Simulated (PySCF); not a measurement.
**Question.** Give a GFN2-xTB geometry of CH3CF2CN (`CC(F)(F)C#N`).

**Answer.** 
```xyz
9
C3H3F2N angstrom
C     -1.0111    0.1783   -0.0334
C      0.3699   -0.3863    0.2580
F      0.4383   -1.6966   -0.1125
F      0.6189   -0.3746    1.5984
C      1.4150    0.3742   -0.4400
N      2.2003    0.9857   -0.9960
H     -1.7512   -0.4142    0.5007
H     -1.0605    1.2115    0.3015
H     -1.2059    0.1281   -1.1018
```

Any rigid rotation of these coordinates is as good. Atoms count from 1 in this order. The C–C distances run from 1.469 Å (C2–C5, drawn single) to 1.520 Å (C1–C2, drawn single), a spread of 0.051 Å.

Bonds between heavy atoms (Å): C1–C2 1.520, C2–F3 1.363, C2–F4 1.363, C2–C5 1.469, C5≡N6 1.140.

Structure optimised with GFN2-xTB, isolated species.

Point group: Cs (tolerance 0.08 Å). No GFN2-xTB frequencies stand behind this structure, so it isn't proved a minimum.

These are computed values.
